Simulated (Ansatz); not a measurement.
# SiH3 (doublet): wave-function methods side by side at distance H1–H2 along a hydrogen transfer = 0.745 Å, cc-pVDZ

Aim: climb from Hartree-Fock through coupled cluster and multireference methods for SiH3 (doublet) at one geometry and basis, and see what each rung misses.

Method: cc-pVDZ, core rule «outside noble gas», up to 5 orbitals frozen; program: Ansatz 0.2.0, Gaussian basis.

Plan: UHF; CCSD(T) on ROHF; CCSD(T) on UHF; BCCD(T) on ROHF; CISD; CCSDT(Q) on ROHF; CCSDT(Q) on UHF; CCSDTQ on ROHF; CCSDTQ on UHF; CASSCF and MRCISD+Q, 3 electrons in 3 orbitals; CASSCF and NEVPT2, 3 electrons in 3 orbitals; CASSCF and MRCISD+Q, 7 electrons in 7 orbitals; CASSCF and NEVPT2, 7 electrons in 7 orbitals; Full CI.

## Step 1: What is computed

The geometry derives from fragments relaxed apart (PBE0/def2-TZVP) and kept rigid, so it is no stationary point. A hydrogen atom is moved between rigid fragments.

4 atoms, charge 0, spin multiplicity 2.

Atoms are counted from 1 here; the program's logs count them from 0.

Bond lengths: H1–H2 0.745 Å, Si3–H4 1.532 Å.

Geometry (Å):

| atom | x (Å) | y (Å) | z (Å) |
| --- | --- | --- | --- |
| H1 | -2.6481 | 0.0479 | 0.0000 |
| H2 | -1.9031 | 0.0479 | 0.0000 |
| Si3 | 0.1439 | 0.0479 | 0.0000 |
| H4 | 0.5404 | -1.4316 | 0.0000 |

## Step 2: UHF

Contents of in.yaml:

```yaml
crystal:
  periodic: [false, false, false]
  atoms:
    - {symbol: H, position_ang: [-2.648061, 0.047936, 0.000000]}
    - {symbol: H, position_ang: [-1.903061, 0.047936, 0.000000]}
    - {symbol: Si, position_ang: [0.143939, 0.047936, 0.000000]}
    - {symbol: H, position_ang: [0.540373, -1.431577, 0.000000]}
basis:
  gaussian: {orbitals: cc-pVDZ}
magnetization: {spin_polarized: true, initial_magnetization: 1}
hamiltonian: {xc: hf}
output: {orbitals: {seedname: orbitals}}
```

On the command line:

```bash
$ ansatz run in.yaml --threads 1 --pin off --events-out ev --progress --plain --max-ram 2816MiB --backend cpu
```

After this run come: CCSD(T) on ROHF; CCSD(T) on UHF; BCCD(T) on ROHF; CISD; CCSDT(Q) on ROHF; CCSDT(Q) on UHF; CCSDTQ on ROHF; CCSDTQ on UHF; CASSCF and MRCISD+Q, 3 electrons in 3 orbitals; CASSCF and NEVPT2, 3 electrons in 3 orbitals; CASSCF and MRCISD+Q, 7 electrons in 7 orbitals; CASSCF and NEVPT2, 7 electrons in 7 orbitals; Full CI.

Q: Predict the results of all the runs planned. Wanted: FCI below the RHF energy; RMP2 from FCI; UMP2 from FCI; RCCSD from FCI; RCCSD(T) from FCI; UCCSD(T) from FCI; RCCSDT(Q) from FCI; UCCSDT(Q) from FCI; MRCISD+Q pair from FCI.

The runs gave:

| quantity | value |
| --- | --- |
| FCI below the RHF energy | -3.6633 eV |
| RMP2 from FCI | +934.7 meV |
| UMP2 from FCI | +950.8 meV |
| RCCSD from FCI | +82.4 meV |
| RCCSD(T) from FCI | +19.9 meV |
| UCCSD(T) from FCI | +19.6 meV |
| RCCSDT(Q) from FCI | +0.4 meV |
| UCCSDT(Q) from FCI | +0.2 meV |
| MRCISD+Q pair from FCI | -36.8 meV |
| NEVPT2 valence from FCI | +712.3 meV |
| MRCISD+Q valence from FCI | +10.4 meV |
| levels within 1 kcal/mol (43 meV) | RCCSD(T), UCCSD(T), BCCD(T), RCCSDT, UCCSDT, RCCSDT(Q), UCCSDT(Q), RCCSDTQ, UCCSDTQ, MRCISD+Q pair, MRCISD+Q valence |
| T1 diagnostic | 0.019 |
| effectively unpaired electrons | 1.07 |

What this shows: RCCSD(T) lands +19.9 meV from the yardstick (0.5 % of the correlation energy). MRCISD+Q pair falls below full CI: the +Q correction isn't variational, and the cores differ from full CI's. One determinant dominates. Of the multireference levels listed MRCISD+Q valence comes nearest in total energy (+10.4 meV), which doesn't show that its space is the better one. These misses are within one basis, not against nature; the frozen cores of restricted and unrestricted runs differ, which can shift their rows.
